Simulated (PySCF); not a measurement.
## First hyperpolarisability: trifluoroacetaldehyde (O=CC(F)(F)F, C2HF3O)

Geometry (Å), atoms numbered from 1 in this order:
```xyz
7

O    -0.527   -0.107   -1.792
C    -0.165    0.439   -0.801
C     0.107   -0.314    0.513
F     1.343   -0.032    0.935
F    -0.014   -1.621    0.383
F    -0.754    0.113    1.443
H     0.007    1.530   -0.720
```

Method used: PySCF 2.14.0, quadratic response CAM-B3LYP/aug-cc-pVTZ first hyperpolarisability, Taylor convention, gas phase. Geometry: PBE0-D3(BJ)/def2-TZVP.

Q: Give β for the processes computed.

A: In au, Taylor convention; the vector part is βᵢ = ⅓ Σⱼ (βᵢⱼⱼ + βⱼᵢⱼ + βⱼⱼᵢ); β∥ is 3/5 of the vector part along the dipole, the dipole points from − to +:
```csv
process,λ (nm),β vector norm,β∥,β HRS,depolarisation ratio
"static β(0;0,0)",∞,85.4,-44.1,33.1,6.46
"second harmonic β(−2ω;ω,ω)",1907,87.7,-45.4,34.0,6.44
"Pockels β(−ω;ω,0)",1907,86.1,-44.5,–,–
"second harmonic β(−2ω;ω,ω)",1064,93.2,-48.4,36.2,6.39
"Pockels β(−ω;ω,0)",1064,87.8,-45.5,–,–
```

Q: Which lowest excitations, dipole and polarisabilities go with it?

A: S1 4.17 eV (f = 0.000); S2 7.83 eV (f = 0.016); S3 8.66 eV (f = 0.058); dipole 1.78 D; isotropic α 31.3 au static, 31.3 au at 1907 nm, 31.5 au at 1064 nm, 31.5 au at 953.5 nm, 31.9 au at 532 nm.
